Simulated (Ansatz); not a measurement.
# What a trial cell of KTa₃ relaxes into

All numbers below come from DFT PBE, scalar-relativistic, plane waves, PAW in Ansatz 0.2.0. Cutoff 420 eV, Γ-centred k mesh, Gaussian smearing, no spin polarisation in the final step.

The start puts KTa₃ on the Cu3Au (L1_2) structure type (Pm-3m, No. 221), with K in place of Au, Ta in place of Cu, at a guessed volume.

```
K Ta
1.0
     4.39192    0.00000    0.00000
     0.00000    4.39192    0.00000
     0.00000    0.00000    4.39192
K Ta
1 3
Cartesian
  0.0000 0.0000 0.0000
  0.0000 2.1960 2.1960
  2.1960 0.0000 2.1960
  2.1960 2.1960 0.0000
```

Cell and atoms relax at zero pressure; the relaxation can't lower the symmetry of the start.

The zero of energy is the elements' standard structures at the same level; no fitted shifts are applied.

**Question.** What does it relax into?

**Answer.** It keeps Pm-3m (No. 221). The result has the Cu3Au (L1_2) structure. Conventional cell: a = 4.375 Å. K has 12 Ta at 3.09 Å; around Ta lie 4 K at 3.09 Å and 8 Ta at 3.09 Å.

```cif
data_structure
_symmetry_space_group_name_H-M 'Pm-3m'
_symmetry_Int_Tables_number 221
_cell_length_a 4.3753
_cell_length_b 4.3753
_cell_length_c 4.3753
_cell_angle_alpha 90.000
_cell_angle_beta 90.000
_cell_angle_gamma 90.000
_cell_volume 83.76
loop_
_atom_site_label
_atom_site_type_symbol
_atom_site_symmetry_multiplicity
_atom_site_Wyckoff_symbol
_atom_site_fract_x
_atom_site_fract_y
_atom_site_fract_z
_atom_site_occupancy
K1 K 1 a 0.00000 0.00000 0.00000 1
Ta1 Ta 3 c 0.00000 0.50000 0.50000 1
```

**Question.** What are its volume, energy, density and gap?

**Answer.** The volume per atom is 20.94 Å³. The density is 11.54 g/cm³, the energy over the elements is 1.62 eV/atom and the gap on the 10×10×10 mesh is 0 eV (a metal).

The final run used a 10×10×10 mesh on its 4-atom cell and 0.10 eV smearing. For metals, differences of a few meV/atom aren't resolved. Spin–orbit coupling is left out. Symmetry constrained the relaxation, so the result can be a saddle point.

Cost: 2 runs of about 0.67 core-minutes in all, on Arm Neoverse V1 (shared hosts).